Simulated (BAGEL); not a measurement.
# C3H2NO (SMILES N#CC[C]=O): levels of theory compared

Wanted: a comparison of 3 runs (UHF/STO-3G, UHF/3-21G, ROHF/6-31G*) of C3H2NO. 

The calculation is run with BAGEL 1.2.2.

2 further runs of the same task are left out: 2 that didn't finish.

**1. The structure to begin with**

C3H2NO: 7 atoms, total charge 0, spin state doublet. As SMILES, `N#CC[C]=O`. One bond was lengthened or shortened from a relaxed shape.

Bond lengths: N1–C2 1.142 Å, C2–C3 1.443 Å, C3–C4 1.501 Å, C4–O5 1.184 Å, C3–H6 1.261 Å, C3–H7 1.097 Å. Angles: N1–C2–C3 178.9°, C2–C3–C4 113.8°, C3–C4–O5 130.4°, C2–C3–H6 108.9°, C2–C3–H7 108.9°, C4–C3–H6 108.5°, C4–C3–H7 107.9°, H6–C3–H7 108.8°.

**2. The energy at UHF/STO-3G (density fitting with qzvpp-jkfit) (run 1)**

job.json reads:

```json
{ "bagel" : [

{
  "title" : "molecule",
  "basis" : "sto-3g",
  "df_basis" : "qzvpp-jkfit",
  "angstrom" : true,
  "geometry" : [
    { "atom" : "N", "xyz" : [   -0.403021,   -2.269088,    1.002188 ] },
    { "atom" : "C", "xyz" : [   -0.221941,   -1.200198,    0.643468 ] },
    { "atom" : "C", "xyz" : [    0.025759,    0.154022,    0.210578 ] },
    { "atom" : "C", "xyz" : [   -0.674561,    0.518892,   -1.065912 ] },
    { "atom" : "O", "xyz" : [   -0.647611,    1.521232,   -1.696022 ] },
    { "atom" : "H", "xyz" : [    1.266470,    0.309410,    0.044380 ] },
    { "atom" : "H", "xyz" : [   -0.316081,    0.844132,    0.991398 ] }
  ]
},
{ "title" : "uhf", "nopen" : 1 },
{ "title" : "print", "file" : "orbitals.molden", "orbitals" : true }

]}
```

Run with:

```
$ BAGEL_NUM_THREADS=1 BAGEL job.json > job.out
```

Output:

```text
* using 1 threads per process

  ===============================================================
  ===============================================================

  *** Geometry ***

  { "atom" : "N", "xyz" : [     -0.761599,     -4.287955,      1.893861 ] },
  { "atom" : "C", "xyz" : [     -0.419408,     -2.268046,      1.215978 ] },
  { "atom" : "C", "xyz" : [      0.048677,      0.291059,      0.397935 ] },
  { "atom" : "C", "xyz" : [     -1.274736,      0.980564,     -2.014282 ] },
  { "atom" : "O", "xyz" : [     -1.223807,      2.874712,     -3.205017 ] },
  { "atom" : "H", "xyz" : [      2.393281,      0.584700,      0.083866 ] },
  { "atom" : "H", "xyz" : [     -0.597307,      1.595178,      1.873471 ] },

  Number of auxiliary basis functions:      415

  Since a DF basis is specified, we compute 2- and 3-index integrals:
    o Being stored without compression. Storage requirement is 0.002 GB

  Number of basis functions:       27
  Number of electrons      :       35

    * METHOD: MOLECULE                             0.11

  *** Open-shell HF ***

  === Nuclear Repulsion ===
   130.2189032223

      * DIIS with orbital gradients will be used.

  === UHF iteration (sto-3g) ===
      0       -240.61823313          0.06929685           0.03
      1       -240.67551101          0.06602277           0.03
      2       -240.71922266          0.05707468           0.03
      3       -240.84292402          0.00283833           0.03
      4       -240.84360023          0.00129416           0.03
      5       -240.84395849          0.00059214           0.03
      6       -240.84411828          0.00040222           0.03
      7       -240.84429648          0.00032519           0.03
      8       -240.84460851          0.00022033           0.03
      9       -240.84512677          0.00016846           0.03
     10       -240.84517551          0.00011915           0.03
     11       -240.84552324          0.00013920           0.03
     12       -240.84556271          0.00012807           0.03
     13       -240.84549812          0.00012473           0.03
     14       -240.84602137          0.00011639           0.03
     15       -240.84629259          0.00011162           0.03
[... 21 lines of this table left out ...]
     37       -240.84650845          0.00000005           0.03
     38       -240.84650845          0.00000002           0.03
     39       -240.84650845          0.00000002           0.03
     40       -240.84650845          0.00000002           0.03
     41       -240.84650845          0.00000002           0.03
     42       -240.84650845          0.00000001           0.03
     43       -240.84650845          0.00000001           0.03
     44       -240.84650845          0.00000001           0.03
    * SCF iteration converged.

    * S^2 (UHF) is 0.9199

    * Permanent dipole moment:
           (   -0.377699,    -0.772477,    -0.101633) a.u.

    * METHOD: UHF                                  1.24

    * METHOD: PRINT                                0.00

  ===============================================================
```

Wall time 1.5 s (1 thread of Arm Neoverse V2, shared host).

**3. A single-point energy at UHF/3-21G (density fitting with qzvpp-jkfit) (run 2)**

calc.json reads:

```json
{ "bagel" : [

{
  "title" : "molecule",
  "basis" : "3-21g",
  "df_basis" : "qzvpp-jkfit",
  "angstrom" : "true",
  "geometry" : [
    { "atom" : "N", "xyz" : [      -0.403021,      -2.269088,       1.002188 ] },
    { "atom" : "C", "xyz" : [      -0.221941,      -1.200198,       0.643468 ] },
    { "atom" : "C", "xyz" : [       0.025759,       0.154022,       0.210578 ] },
    { "atom" : "C", "xyz" : [      -0.674561,       0.518892,      -1.065912 ] },
    { "atom" : "O", "xyz" : [      -0.647611,       1.521232,      -1.696022 ] },
    { "atom" : "H", "xyz" : [       1.266470,       0.309410,       0.044380 ] },
    { "atom" : "H", "xyz" : [      -0.316081,       0.844132,       0.991398 ] }
  ]
},

{
  "title" : "uhf",
  "nopen" : 1
},

{
  "title" : "print",
  "file" : "orbitals.molden",
  "orbitals" : "true"
}

]}
```

Run with:

```
$ BAGEL_NUM_THREADS=1 BAGEL calc.json > calc.out
```

Output:

```text
* using 1 threads per process

  ===============================================================
  ===============================================================

  *** Geometry ***

  { "atom" : "N", "xyz" : [     -0.761599,     -4.287955,      1.893861 ] },
  { "atom" : "C", "xyz" : [     -0.419408,     -2.268046,      1.215978 ] },
  { "atom" : "C", "xyz" : [      0.048677,      0.291059,      0.397935 ] },
  { "atom" : "C", "xyz" : [     -1.274736,      0.980564,     -2.014282 ] },
  { "atom" : "O", "xyz" : [     -1.223807,      2.874712,     -3.205017 ] },
  { "atom" : "H", "xyz" : [      2.393281,      0.584700,      0.083866 ] },
  { "atom" : "H", "xyz" : [     -0.597307,      1.595178,      1.873471 ] },

  Number of auxiliary basis functions:      415

  Since a DF basis is specified, we compute 2- and 3-index integrals:
    o Being stored without compression. Storage requirement is 0.008 GB

  Number of basis functions:       49
  Number of electrons      :       35

    * METHOD: MOLECULE                             0.12

  *** Open-shell HF ***

  === Nuclear Repulsion ===
   130.2189032223

      * DIIS with orbital gradients will be used.

  === UHF iteration (3-21g) ===
      0       -242.37946346          0.06802825           0.05
      1       -242.43739818          0.06916775           0.05
      2       -242.45766187          0.06599904           0.05
      3       -242.62869923          0.00293061           0.05
      4       -242.62964634          0.00178301           0.05
      5       -242.62999744          0.00055148           0.05
      6       -242.63012066          0.00025156           0.05
      7       -242.63018683          0.00016402           0.05
      8       -242.63025402          0.00011015           0.05
      9       -242.63031525          0.00007532           0.05
     10       -242.63037274          0.00004897           0.05
     11       -242.63039482          0.00002538           0.05
     12       -242.63041185          0.00002249           0.05
     13       -242.63041868          0.00001565           0.05
     14       -242.63042637          0.00001115           0.05
     15       -242.63042952          0.00000905           0.05
     16       -242.63043260          0.00000608           0.05
     17       -242.63043283          0.00000363           0.05
     18       -242.63043274          0.00000231           0.05
     19       -242.63043292          0.00000121           0.05
     20       -242.63043297          0.00000074           0.05
     21       -242.63043300          0.00000038           0.05
     22       -242.63043302          0.00000030           0.05
     23       -242.63043303          0.00000026           0.05
     24       -242.63043305          0.00000023           0.05
     25       -242.63043309          0.00000020           0.05
     26       -242.63043311          0.00000017           0.05
     27       -242.63043312          0.00000014           0.05
     28       -242.63043314          0.00000011           0.05
     29       -242.63043316          0.00000011           0.05
     30       -242.63043316          0.00000009           0.05
     31       -242.63043316          0.00000009           0.05
     32       -242.63043316          0.00000008           0.05
     33       -242.63043318          0.00000005           0.05
     34       -242.63043318          0.00000004           0.05
     35       -242.63043318          0.00000004           0.05
     36       -242.63043318          0.00000004           0.05
     37       -242.63043318          0.00000003           0.05
     38       -242.63043318          0.00000002           0.05
     39       -242.63043318          0.00000002           0.05
     40       -242.63043318          0.00000001           0.05
     41       -242.63043318          0.00000001           0.05
    * SCF iteration converged.

    * S^2 (UHF) is 0.7774

    * Permanent dipole moment:
           (   -0.559974,    -0.759068,    -0.405623) a.u.

    * METHOD: UHF                                  2.25

    * METHOD: PRINT                                0.00

  ===============================================================
```

Run time: 2.5 s. Hardware: 1 thread of Arm Neoverse V2, shared host.

**4. A single-point energy at ROHF/6-31G(d) (density fitting with qzvpp-jkfit, spherical functions) (run 3)**

input.json reads:

```json
{ "bagel": [

{
  "title": "molecule",
  "basis": "6-31gs.json",
  "df_basis": "qzvpp-jkfit",
  "angstrom": true,
  "geometry": [
    { "atom": "N", "xyz": [      -0.403021,      -2.269088,       1.002188 ] },
    { "atom": "C", "xyz": [      -0.221941,      -1.200198,       0.643468 ] },
    { "atom": "C", "xyz": [       0.025759,       0.154022,       0.210578 ] },
    { "atom": "C", "xyz": [      -0.674561,       0.518892,      -1.065912 ] },
    { "atom": "O", "xyz": [      -0.647611,       1.521232,      -1.696022 ] },
    { "atom": "H", "xyz": [       1.266470,       0.309410,       0.044380 ] },
    { "atom": "H", "xyz": [      -0.316081,       0.844132,       0.991398 ] }
  ]
},

{ "title": "rohf", "nopen": 1 },

{ "title": "print", "file": "orbitals.molden", "orbitals": true }

]}
```

The basis set 6-31G* is read from a file made from the Basis Set Exchange's data (not shown).

Run with:

```
$ BAGEL_NUM_THREADS=1 BAGEL input.json > input.out
```

Output:

```text
* using 1 threads per process

  ===============================================================
  ===============================================================

  *** Geometry ***

  { "atom" : "N", "xyz" : [     -0.761599,     -4.287955,      1.893861 ] },
  { "atom" : "C", "xyz" : [     -0.419408,     -2.268046,      1.215978 ] },
  { "atom" : "C", "xyz" : [      0.048677,      0.291059,      0.397935 ] },
  { "atom" : "C", "xyz" : [     -1.274736,      0.980564,     -2.014282 ] },
  { "atom" : "O", "xyz" : [     -1.223807,      2.874712,     -3.205017 ] },
  { "atom" : "H", "xyz" : [      2.393281,      0.584700,      0.083866 ] },
  { "atom" : "H", "xyz" : [     -0.597307,      1.595178,      1.873471 ] },

  Number of auxiliary basis functions:      415

  Since a DF basis is specified, we compute 2- and 3-index integrals:
    o Being stored without compression. Storage requirement is 0.018 GB

  Number of basis functions:       74
  Number of electrons      :       35

    * METHOD: MOLECULE                             0.15

  *** Open-shell HF ***

  === Nuclear Repulsion ===
   130.2189032223

      * DIIS with orbital gradients will be used.

  === ROHF iteration (6-31gs.json) ===
      0       -243.66106117          0.05552831           0.08
      1       -243.73929766          0.05611360           0.09
      2       -243.77528840          0.05108805           0.09
      3       -243.99592543          0.00246797           0.09
      4       -243.99678618          0.00124060           0.08
      5       -243.99712454          0.00060105           0.09
      6       -243.99726774          0.00027640           0.09
      7       -243.99733050          0.00016157           0.09
      8       -243.99736363          0.00006555           0.09
      9       -243.99738487          0.00003002           0.09
     10       -243.99739545          0.00001756           0.09
     11       -243.99739516          0.00000517           0.09
     12       -243.99739691          0.00000276           0.09
     13       -243.99739738          0.00000120           0.09
     14       -243.99739731          0.00000062           0.09
     15       -243.99739740          0.00000046           0.09
     16       -243.99739741          0.00000034           0.09
     17       -243.99739743          0.00000027           0.09
     18       -243.99739743          0.00000010           0.09
     19       -243.99739744          0.00000006           0.09
     20       -243.99739743          0.00000003           0.09
     21       -243.99739743          0.00000001           0.09
    * SCF iteration converged.

    * S^2 (ROHF) is 0.7500

    * Permanent dipole moment:
           (   -0.532422,    -0.758685,    -0.380947) a.u.

    * METHOD: ROHF                                 2.03

    * METHOD: PRINT                                0.01

  ===============================================================
```

Wall time 2.4 s (1 thread of Arm Neoverse V2, shared host); peak memory 0.091 GiB.

**5. Overview of the runs**

```tsv
run	level	energy (Eh)	dipole moment (D)	⟨S²⟩	wall time
1	UHF/STO-3G (density fitting with qzvpp-jkfit)	-240.846508	2.20	0.920	1.5 s
2	UHF/3-21G (density fitting with qzvpp-jkfit)	-242.630433	2.61	0.777	2.5 s
3	ROHF/6-31G* (density fitting with qzvpp-jkfit, spherical functions)	-243.997397	2.55	0.750	2.4 s
```

**6. What came out**

| quantity | value |
| --- | --- |
| run 3: total energy | -243.99740 Eh |
| run 3: dipole moment | 2.55 D |
| run 3: ⟨S²⟩ | 0.750 |

What this shows: The dipole moment (its size) runs from 2.20 D (UHF/STO-3G) to 2.61 D (UHF/3-21G). In run 1 the basis is minimal, so the values are rough. Spin contamination of the reference: run 1 ⟨S²⟩ = 0.92. All runs together took 6.4 s, the longest 2.5 s.
